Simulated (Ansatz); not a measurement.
## ClMg: a ladder of methods at one geometry

Computed with Ansatz's Python interface.

`clmg_methods.py`
```python
"""ClMg at several levels of theory."""

from dataclasses import dataclass
from pathlib import Path
import warnings

import ansatz as az
import numpy as np


@dataclass
class Options:
    basis: str = "cc-pVDZ"


opts = Options()

warnings.simplefilter("ignore", az.DeckWarning)

system = (
    az.Crystal.molecule()
    .atom("Mg", [1.0522, -0.3998, 0.524])
    .atom("Cl", [-1.0228, 0.3397, -0.5199])
)

calculation = (
    system.calculation()
    .basis(gaussian=opts.basis)
    .spin("collinear", total=1)
)

print("functional    E (Ha)        dipole (D)   HOMO (eV)  LUMO (eV)")
for name in ["lda", "r2scan", "b3lyp", "hf"]:
    report = calculation.functional(name).forces().orbitals().run(runs_dir="runs").report
    lines = Path(report["orbitals_path"]).read_text().splitlines()
    field_of = lambda key: [line.split("=")[1].strip() for line in lines if line.startswith(key)]
    orbitals = [(27.211386 * float(e), s, float(n)) for e, s, n in zip(field_of("Ene="), field_of("Spin="), field_of("Occup="))]
    homo = max(e for e, _, n in orbitals if n > 0.5)
    lumo = min(e for e, _, n in orbitals if n < 0.5)
    dipole = 4.803205 * np.linalg.norm(report["charge_distribution"]["dipole_moment_e_ang"])
    print(f"{name:10s} {report['free_energy_ev'] / 27.211386246:14.6f} {dipole:9.3f} {homo:11.3f} {lumo:10.3f}")
```

`python clmg_methods.py` gives:
```text
functional    E (Ha)        dipole (D)   HOMO (eV)  LUMO (eV)
lda           -657.875403     4.135      -5.206     -4.112
r2scan        -660.266438     4.416      -5.422     -3.532
b3lyp         -660.356536     4.344      -5.846     -3.541
hf            -659.176064     4.805      -8.220     -0.326
```

What to keep in mind:
- Total energies depend on the basis set; only differences at equal settings carry meaning.
- The geometry is a force-field or estimated start, not a minimum of this method, and the basis set is short of its limit. A lower total doesn't mark the better method: functionals have no common bound, and MP2 and coupled cluster aren't variational.
- The species is open-shell (spin multiplicity 2).
- b3lyp holds the VWN-RPA fit, as in Gaussian; the form of ORCA and Turbomole is b3lyp5.
- Levels such as HOMO and LUMO are orbital energies: with these approximate functionals they aren't the ionisation energy and electron affinity, and their gap isn't the fundamental gap.
- For Al to Cl the sets with a tight d function, cc-pV(X+d)Z, are usual.
- The spin state was assumed, and another may lie lower.
- The whole script took 4.6 s on 1 thread of Intel(R) Xeon(R) Processor @ 2.30GHz, with other jobs on the host, peak memory 0.24 GiB.
